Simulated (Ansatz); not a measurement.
# AlNH+ (quintet): from Hartree-Fock to the top rungs, cc-pVTZ

An exercise on one series of results from a longer session: the logs are not shown, and one member is left open.

The runs use Ansatz 0.2.0, Gaussian basis; cc-pVTZ, core rule «outside noble gas», up to 6 orbitals frozen.

Plan: UHF; CCSD(T) on ROHF; CCSD(T) on UHF; BCCD(T) on ROHF; CCSDT(Q) on ROHF; CCSDT(Q) on UHF.

17 further runs of the same task are left out: 12 for a known fault of the program, 5 set aside as unsound or not needed.

## What is computed

The geometry is a PBE0/def2-TZVP stationary point (not a proven minimum) of the parent state, kept for this charge and spin.

3 atoms, charge 1, spin multiplicity 5.

Atoms are counted from 1 here; the program's logs count them from 0.

Bond lengths: Al1–N2 1.909 Å, N2–H3 1.029 Å. Angles: Al1–N2–H3 108.4°.

The first run:

in.yaml reads:

```yaml
crystal:
  periodic: [false, false, false]
  atoms:
    - {symbol: Al, position_ang: [0.000000, -0.031887, 0.689947]}
    - {symbol: N, position_ang: [0.000000, 0.120874, -1.212902]}
    - {symbol: H, position_ang: [0.000000, -0.826124, -1.614269]}
basis:
  gaussian: {orbitals: cc-pVTZ}
total_charge: 1
magnetization: {spin_polarized: true, initial_magnetization: 4}
hamiltonian: {xc: hf}
output: {orbitals: {seedname: orbitals}}
```

On the command line:

```sh
$ ansatz run in.yaml --threads 1 --pin off --events-out ev --progress --plain --max-ram 2560MiB --backend cpu
```

Steps of the session up to this table: UHF; CCSD(T) on ROHF; CCSD(T) on UHF; BCCD(T) on ROHF; CCSDT(Q) on ROHF; CCSDT(Q) on UHF.

One of the session's tables, all rows but one given; the rest of the session is left out.

```
   method  from UCCSDT(Q) (meV)
     ROHF               +4823.6
      UHF               +4635.6
     RMP2                +715.8
     UMP2                +720.0
    RCCSD                +146.7
    UCCSD                +139.6
 RCCSD(T)                 +23.7
 UCCSD(T)                     ?
  BCCD(T)                 +23.7
   RCCSDT                  +7.9
   UCCSDT                  +3.4
RCCSDT(Q)                  +4.5
UCCSDT(Q)                     0
```

**Question.** Estimate the row for UCCSD(T).

As computed: from UCCSDT(Q) (meV): +19.7. In the column «from UCCSDT(Q) (meV)» it lies between RCCSDT (+7.9) and RCCSD(T) (+23.7).

Some runs used a GPU and others CPU threads alone; cost is compared among the CPU runs only.

Caveats from the session: Restricted and unrestricted rows rest on different reference determinants; where their highest levels disagree by more than a few hundredths of an eV, they describe different states and don't form one ladder.
